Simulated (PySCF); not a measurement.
# Structure elucidation problem

Molecular formula: C₃H₅F. Simulated spectra:

1H NMR (400 MHz, computed): δ 6.17 (m, 1H), 5.81 (m, 1H), 5.47 (m, 1H), 5.06 (m, 2H).

13C{1H} NMR (computed): δ 143.6 (CH), 119.5 (CH2), 87.6 (CH2).

PySCF 2.14.0 with density-fitted response routines calculation with PBE0-D3(BJ)/def2-TZVP structure and B97-2/pcSseg-2 with gauge-including orbitals; a single conformation, relativity neglected, in vacuum, rapidly exchanging positions averaged.

Scale: 1H (σ = 31.64 ppm), 13C (σ = 185.38 ppm) vs TMS (reference shieldings calculated alike).

Q: What is the structure?

A: 
The formula gives 1 degree of unsaturation (no ring in the answer). 3 carbon signals for 3 carbons: no two carbons are equivalent. Carbon types of the structure: 1 × CH, 2 × CH2, which accounts for all hydrogens. δC 143.6: alkene CH; the olefinic region. δC 119.5: terminal =CH2 carbon; an sp2 carbon of a C=C bond. δC 87.6: allylic sp3 CH2 bonded to F; the inductive effect lowers its shielding. δH 6.17: hydrogen on an alkene CH; olefinic region. δH 5.81, 5.47: hydrogen on a terminal =CH2 carbon; olefinic region. δH 5.06: hydrogen on an allylic sp3 CH2 bonded to F; its carbon carries F, an electronegative neighbour.

These data were computed for Allyl Fluoride (SMILES C(=C)CF).

Splittings by 19F in the carbon and heteronuclear signals aren't shown, as no couplings were computed. Shifts are as computed. Against solution values, carbons near 30 ppm lie about +3 ppm off and those near 130 ppm about +7 ppm. Of 1211 compounds with measured shifts, 218 miss one by over three times the rms of a fit or turn the order of signals round; such compounds aren't used in these exercises. Multiplicities follow the n + 1 count of equivalent neighbours, as no J values were calculated; m marks all less simple cases, F and P coupling included.
